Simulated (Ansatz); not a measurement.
This Ansatz (a first-principles code) input (wB97M-V/6-31+G*) gives -76.39019 Eh with 23 basis functions. A basis named .json is the Basis Set Exchange file of that set (core-valence sets with the plain set on hydrogen).

Ansatz 0.2 input:
```yaml
crystal:
  periodic: [false, false, false]
  atoms:
    - {symbol: O, position_ang: [0.00702152, 0.00134342, 0.11666744]}
    - {symbol: H, position_ang: [-0.04995842, 0.75929218, -0.47415850]}
    - {symbol: H, position_ang: [-0.00621371, -0.77003954, -0.45918106]}
basis:
  gaussian:
    orbitals: 6-31+G_.json
hamiltonian:
  xc: {name: wB97M-V}
magnetization: {spin_polarized: false}
```

Change:
```diff
- orbitals: 6-31+G_.json
+ orbitals: pcseg-3.json
```

Problem. What does the run give now?

Solution. -76.43925 Eh (wB97M-V/pcseg-3, 126 functions), a change of -49.06 mEh.
